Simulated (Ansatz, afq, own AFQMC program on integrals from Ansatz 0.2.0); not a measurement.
# CH₃Si (doublet): AFQMC on the coupled-cluster ladder at distance Si1–C2 = 1.705 Å, cc-pVDZ, part 2 of 2

Ansatz 0.2.0, Gaussian basis, and an in-house AFQMC program (afq) on its integrals; all values are calculated; cc-pVDZ, frozen cores.

**11. Free-projection AFQMC, CISD trial on UHF**

It reads the integrals that the CCSD(T) run on this determinant wrote.

Started as:

```
$ afq ham --method free --trial cisd --walkers 60 --time-step 0.03 --max-blocks 80 --target-error 0.0004 --factor-cut 1e-05 --seed 9130 --times 0,0.21,0.42,0.81,1.2,1.8,2.4,3 --taylor-order 8
```

Standard output:

```text
orbitals 41  electrons 6 5  factors 323 of 445
reference energy -328.45010084 Eh
CCSD correlation -0.24272252 Eh in 14 cycles, weight of the determinant in the CISD state 0.7840
repeat  energy at the last time / Eh  error
    10  -328.703181  0.001497
    20  -328.705389  0.001657
    30  -328.703748  0.001282
    40  -328.703562  0.001114
    50  -328.703947  0.000936
    60  -328.703467  0.000983
    70  -328.703838  0.000916
    80  -328.703742  0.000803
time / (1/Eh)  energy / Eh  error  mean overlap
  0.00  -328.692429  0.000337  1.2735
  0.21  -328.696825  0.000344  1.2741
  0.42  -328.699468  0.000354  1.2700
  0.81  -328.702034  0.000440  1.2751
  1.20  -328.703270  0.000524  1.2748
  1.80  -328.704073  0.000588  1.2821
  2.40  -328.703905  0.000662  1.2956
  3.00  -328.703742  0.000803  1.3011
energy -328.703742 +/- 0.000803 Eh
```

Run time: 8.6 min. Hardware: 1 thread of Arm Neoverse V1, shared host.

Energy -8944.4845 ± 0.0219 eV. Caveats: remainder of the start not in the error; start is not spin pure; error above the target.

**12. CCSD(T) on ROHF**

The input, in.yaml:

```yaml
crystal:
  periodic: [false, false, false]
  atoms:
    - {symbol: Si, position_ang: [0.000000, -0.089015, 0.556798]}
    - {symbol: C, position_ang: [0.000000, 0.088130, -1.138555]}
    - {symbol: H, position_ang: [0.000000, 1.098328, 1.467598]}
    - {symbol: H, position_ang: [0.000000, 1.078590, -1.586971]}
    - {symbol: H, position_ang: [0.000000, -0.746740, -1.828263]}
basis:
  gaussian: {orbitals: cc-pVDZ}
magnetization: {spin_polarized: false, initial_magnetization: 1}
correlation: {method: ccsd_t, electrons: outside_noble_gas, hamiltonian_folder: ham}
```

Started as:

```
$ ansatz run in.yaml --threads 1 --pin off --events-out ev --progress --plain --max-ram 1382MiB
```

Standard output:

```text
Functional definition: HF
  name "HF"
  cite "Fock, Z. Phys. 61, 126 (1930) doi:10.1007/BF01340294"
  parent pbe
  exchange = exact_x
  correlation = 0
445 factors; integrals over basis functions are off by at most 1.3e-3 eV
mean field evaluation 1: about -8934.6135 eV, gradient 2.6e1 eV
mean field evaluation 2: about -8934.6566 eV, gradient 2.6e1 eV
mean field evaluation 4: about -8937.1892 eV, gradient 2.8e0 eV
mean field evaluation 8: about -8937.2693 eV, gradient 3.0e-1 eV
mean field evaluation 16: about -8937.1419 eV, gradient 2.8e0 eV
mean field evaluation 32: about -8935.6944 eV, gradient 1.3e1 eV
mean field -8937.27049953 eV, -328.4386329581 hartree, gradient 8.2e-6 eV, S^2 0.750000; 3 other end points of the search recorded, 0 dependent functions left out
mean field evaluation 64: about -8934.6484 eV, gradient 1.9e1 eV
mean field evaluation 96: about -8937.1036 eV, gradient 5.7e-1 eV
mean field evaluation 128: about -8936.5400 eV, gradient 7.5e-3 eV
determinant -8937.27049953 eV, -328.4386329581 hartree, with singles and doubles -8944.19264594 eV, -328.6930171468 hartree
determinant -8936.45749871 eV, -328.4087557290 hartree, with singles and doubles -8942.96334350 eV, -328.6478411155 hartree
6 core orbitals not correlated: weight in the atoms' cores, before any rotation towards them, 1.000 or more for the frozen orbitals, at most 0.000 for the correlated occupied ones
reference -8937.27049953 eV, -328.4386329581 hartree; 6, 5 occupied and 35, 36 virtual orbitals, 445 factors
second order -6.05479029 eV of doubles, -0.03453566 eV of singles
cycle   1  -6.92226768 eV  change   -1.2e-4 eV  update   1.4e-3
cycle   2  -6.92234708 eV  change   -7.9e-5 eV  update   1.0e-3
cycle   3  -6.92217931 eV  change    1.7e-4 eV  update   4.8e-4
cycle   4  -6.92226908 eV  change   -9.0e-5 eV  update   1.7e-4
cycle   5  -6.92256780 eV  change   -3.0e-4 eV  update   4.8e-5
cycle   6  -6.92262314 eV  change   -5.5e-5 eV  update   2.2e-5
cycle   7  -6.92260791 eV  change    1.5e-5 eV  update   1.4e-5
cycle   8  -6.92260569 eV  change    2.2e-6 eV  update   6.0e-6
perturbative correction -0.27051141 eV, -0.0099411111 hartree
Total energy: -8944.46361664 eV, -328.7029751362 hartree
```

Wall time 3.4 s (1 thread of Arm Neoverse V1, shared host).

From the report: correlation -7.1931 eV; T1 0.024; largest double amplitude 0.15.

This run also writes the integrals to the folder ham.

**13. Phaseless AFQMC, CISD trial on ROHF**

It reads the integrals that the CCSD(T) run on this determinant wrote.

Started as:

```
$ afq ham --method phaseless --trial cisd --walkers 60 --populations 1 --least-time 40 --time-step 0.005 --steps-per-block 50 --equilibration-blocks 28 --max-blocks 300 --target-error 0.0004 --factor-cut 1e-05 --start spin_pure --seed 5364 --release-times 0.24,0.51,0.99,1.62,2.4 --release-step 0.03 --release-every 4 --taylor-order 6
```

Standard output:

```text
orbitals 41  electrons 6 5  factors 323 of 445
reference energy -328.43863296 Eh
CCSD correlation -0.25440080 Eh in 13 cycles, weight of the determinant in the CISD state 0.8605
energy of the start -328.693034 Eh
 block  time / (1/Eh)  mean weight  energy / Eh
     1     0.250  1.0006  -328.689203
     2     0.500  0.9967  -328.691998
     3     0.750  1.0010  -328.697630
     4     1.000  1.0012  -328.697788
     5     1.250  1.0026  -328.698903
     6     1.500  0.9990  -328.700841
     7     1.750  0.9996  -328.704796
     8     2.000  1.0006  -328.700914
     9     2.250  0.9975  -328.710863
    10     2.500  0.9994  -328.709306
    17     4.250  0.9995  -328.700937
    25     6.250  1.0012  -328.698495
    33     8.250  1.0003  -328.712317
    41    10.250  1.0002  -328.700863
    49    12.250  0.9990  -328.707964
    57    14.250  0.9997  -328.697109
    65    16.250  0.9992  -328.704806
    73    18.250  1.0031  -328.710549
    81    20.250  1.0002  -328.701512
    89    22.250  1.0003  -328.701877
    97    24.250  0.9991  -328.705041
   105    26.250  1.0008  -328.694935
   113    28.250  1.0000  -328.709016
   121    30.250  0.9993  -328.709155
   129    32.250  0.9985  -328.700076
   137    34.250  0.9996  -328.699331
   145    36.250  1.0004  -328.697055
   153    38.250  1.0004  -328.698426
   161    40.250  0.9979  -328.708156
   169    42.250  0.9993  -328.705532
   177    44.250  1.0031  -328.755914
   185    46.250  1.0011  -328.712810
   193    48.250  0.9979  -328.701604
   201    50.250  1.0014  -328.700038
   209    52.250  0.9982  -328.698803
   217    54.250  0.9994  -328.703847
   225    56.250  1.0001  -328.707738
   233    58.250  0.9999  -328.705088
   241    60.250  0.9995  -328.722791
   249    62.250  1.0000  -328.705010
   257    64.250  1.0009  -328.699980
   265    66.250  1.0017  -328.713712
   273    68.250  1.0006  -328.705853
   281    70.250  1.0003  -328.709369
   289    72.250  1.0013  -328.707694
   297    74.250  1.0007  -328.701623
   305    76.250  0.9996  -328.695264
   313    78.250  1.0006  -328.699350
   321    80.250  0.9985  -328.699173
blocks merged  error / Eh  count
     1  0.000438  300
     2  0.000552  150
     4  0.000657  75
     8  0.000782  37
    16  0.000880  18
    32  0.000950  9
released: time / (1/Eh)  energy / Eh  error  mean overlap
  0.24  -328.705111  0.000677  1.0024
  0.51  -328.704797  0.000506  0.9978
  0.99  -328.704760  0.000549  0.9955
  1.62  -328.704817  0.000705  0.9816
  2.40  -328.704572  0.000712  0.9923
energy -328.705336 +/- 0.000880 Eh
```

Run time: 14 min. Hardware: 1 thread of Arm Neoverse V1, shared host.

Energy -8944.5278 ± 0.0239 eV. Caveats: constraint bias not in the error; error above the target.

**14. Phaseless AFQMC, single-determinant trial on ROHF**

It reads the integrals that the CCSD(T) run on this determinant wrote.

Started as:

```
$ afq ham --method phaseless --trial hf --walkers 120 --populations 1 --least-time 40 --time-step 0.005 --steps-per-block 20 --equilibration-blocks 112 --max-blocks 600 --target-error 0.0012000000000000001 --factor-cut 1e-05 --start spin_pure --seed 446 --taylor-order 6
```

Standard output:

```text
orbitals 41  electrons 6 5  factors 323 of 445
reference energy -328.43863296 Eh
CCSD correlation -0.25440080 Eh in 13 cycles, weight of the determinant in the CISD state 0.8605
energy of the start -328.438633 Eh
 block  time / (1/Eh)  mean weight  energy / Eh
     1     0.100  0.9995  -328.485061
     2     0.200  1.0018  -328.526949
     3     0.300  1.0002  -328.554717
     4     0.400  1.0022  -328.577680
     5     0.500  1.0014  -328.603324
     6     0.600  1.0027  -328.616641
     7     0.700  0.9995  -328.627243
     8     0.800  0.9986  -328.627877
     9     0.900  1.0002  -328.633599
    10     1.000  1.0005  -328.650990
    18     1.800  1.0001  -328.670566
    35     3.500  0.9982  -328.713267
    52     5.200  1.0009  -328.718783
    69     6.900  1.0001  -328.692434
    86     8.600  0.9988  -328.693687
   103    10.300  1.0019  -328.704002
   120    12.000  0.9998  -328.729767
   137    13.700  1.0008  -328.722911
   154    15.400  0.9996  -328.687724
   171    17.100  0.9992  -328.684802
   188    18.800  0.9982  -328.669539
   205    20.500  1.0003  -328.698737
   222    22.200  1.0029  -328.752231
   239    23.900  1.0014  -328.728835
   256    25.600  1.0011  -328.698670
   273    27.300  0.9963  -328.673708
   290    29.000  1.0003  -328.694824
   307    30.700  1.0006  -328.712426
   324    32.400  0.9990  -328.705033
   341    34.100  1.0009  -328.711880
   358    35.800  0.9992  -328.698242
   375    37.500  0.9991  -328.717626
   392    39.200  1.0007  -328.739808
   409    40.900  0.9990  -328.685512
   426    42.600  0.9932  -328.714621
   443    44.300  0.9989  -328.726848
   460    46.000  0.9990  -328.705244
   477    47.700  0.9994  -328.685023
   494    49.400  1.0010  -328.744102
   511    51.100  0.9993  -328.682208
   528    52.800  1.0015  -328.701900
   545    54.500  0.9995  -328.709513
   562    56.200  0.9989  -328.693147
   579    57.900  1.0013  -328.730862
   596    59.600  0.9975  -328.725145
   613    61.300  1.0008  -328.710018
   630    63.000  0.9984  -328.687553
   647    64.700  0.9996  -328.674418
   664    66.400  1.0000  -328.716843
   681    68.100  1.0016  -328.715734
   698    69.800  1.0011  -328.707054
blocks merged  error / Eh  count
     1  0.000956  600
     2  0.001288  300
     4  0.001684  150
     8  0.002084  75
    16  0.002592  37
    32  0.002600  18
    64  0.002917  9
energy -328.705252 +/- 0.002600 Eh
```

Wall time 6.8 min (1 thread of Arm Neoverse V1, shared host).

Energy -8944.5256 ± 0.0707 eV. Caveats: constraint bias not in the error; error above the target.

**15. Free-projection AFQMC, CISD trial on ROHF**

It reads the integrals that the CCSD(T) run on this determinant wrote.

Started as:

```
$ afq ham --method free --trial cisd --walkers 60 --time-step 0.03 --max-blocks 80 --target-error 0.0004 --factor-cut 1e-05 --seed 9130 --times 0,0.21,0.42,0.81,1.2,1.8,2.4,3 --taylor-order 8
```

Standard output:

```text
orbitals 41  electrons 6 5  factors 323 of 445
reference energy -328.43863296 Eh
CCSD correlation -0.25440080 Eh in 13 cycles, weight of the determinant in the CISD state 0.8605
repeat  energy at the last time / Eh  error
    10  -328.703349  0.001015
    20  -328.705755  0.001466
    30  -328.704460  0.001150
    40  -328.704629  0.000966
    50  -328.704589  0.000809
    60  -328.704212  0.000763
    70  -328.704534  0.000727
    80  -328.704354  0.000649
time / (1/Eh)  energy / Eh  error  mean overlap
  0.00  -328.692782  0.000266  1.1603
  0.21  -328.697612  0.000276  1.1621
  0.42  -328.700006  0.000281  1.1621
  0.81  -328.702405  0.000333  1.1688
  1.20  -328.703238  0.000392  1.1706
  1.80  -328.703719  0.000468  1.1845
  2.40  -328.703799  0.000479  1.1970
  3.00  -328.704354  0.000649  1.2050
energy -328.704354 +/- 0.000649 Eh
```

It took 7.8 min on 1 thread of Arm Neoverse V1, shared host.

Energy -8944.5011 ± 0.0177 eV. Caveats: remainder of the start not in the error; error above the target.

**16. AFQMC on the ladder**

On the UHF determinant, counted from CCSD(T) (a yardstick, not exact):

| level | energy (eV) | from CCSD(T) (kcal/mol) | statistical error (kcal/mol) | time |
| --- | --- | --- | --- | --- |
| HF | -8937.5826 | +158.05 |  |  |
| MP2 | -8943.0102 | +32.88 |  |  |
| CCSD | -8944.1874 | +5.73 |  |  |
| CCSD(T) | -8944.4361 | 0.00 |  |  |
| Phaseless AFQMC, CISD trial, step 0.005, 60 walkers | -8944.5150 | -1.82 | 0.48 | 14 min |
| Phaseless AFQMC, single-determinant trial, step 0.005, 120 walkers | -8944.6302 | -4.48 | 1.14 | 6.8 min |
| Free-projection AFQMC, CISD trial, step 0.03, 60 walkers | -8944.4845 | -1.12 | 0.50 | 8.6 min |

On the ROHF determinant, counted from CCSD(T) (a yardstick, not exact):

| level | energy (eV) | from CCSD(T) (kcal/mol) | statistical error (kcal/mol) | time |
| --- | --- | --- | --- | --- |
| HF | -8937.2705 | +165.88 |  |  |
| MP2 | -8943.3598 | +25.45 |  |  |
| CCSD | -8944.1931 | +6.24 |  |  |
| CCSD(T) | -8944.4636 | 0.00 |  |  |
| Phaseless AFQMC, CISD trial, step 0.005, 60 walkers | -8944.5278 | -1.48 | 0.55 | 14 min |
| Phaseless AFQMC, single-determinant trial, step 0.005, 120 walkers | -8944.5256 | -1.43 | 1.63 | 6.8 min |
| Free-projection AFQMC, CISD trial, step 0.03, 60 walkers | -8944.5011 | -0.87 | 0.41 | 7.8 min |

The functionals' totals stand on their own zeros and serve differences with other points: PBE -8954.754 eV; r2SCAN -8958.987 eV; PBE0 -8955.662 eV; B3LYP -8960.961 eV; wB97M-V -8958.935 eV; B2PLYP -8955.581 eV.

**17. Outcome**

The summary covers parts 1 to 2.

```
                                                      quantity                  value
               Phaseless AFQMC, CISD trial on UHF from CCSD(T)  -1.82 ± 0.48 kcal/mol
 Phaseless AFQMC, single-determinant trial on UHF from CCSD(T)  -4.48 ± 1.14 kcal/mol
         Free-projection AFQMC, CISD trial on UHF from CCSD(T)  -1.12 ± 0.50 kcal/mol
              Phaseless AFQMC, CISD trial on ROHF from CCSD(T)  -1.48 ± 0.55 kcal/mol
Phaseless AFQMC, single-determinant trial on ROHF from CCSD(T)  -1.43 ± 1.63 kcal/mol
        Free-projection AFQMC, CISD trial on ROHF from CCSD(T)  -0.87 ± 0.41 kcal/mol
```

On UHF the phaseless walk with the CISD trial lies -1.82 kcal/mol from CCSD(T), 4 times its error bar. Free projection has no constraint; at the last time it gives -1.12 ± 0.50 kcal/mol, and from a start that isn't spin pure other spins can mix in. On ROHF the phaseless walk with the CISD trial lies -1.48 kcal/mol from CCSD(T), within three error bars. Free projection has no constraint; at the last time it gives -0.87 ± 0.41 kcal/mol. Error bars are statistical and leave out the constraint, the time step and what remains of the start.
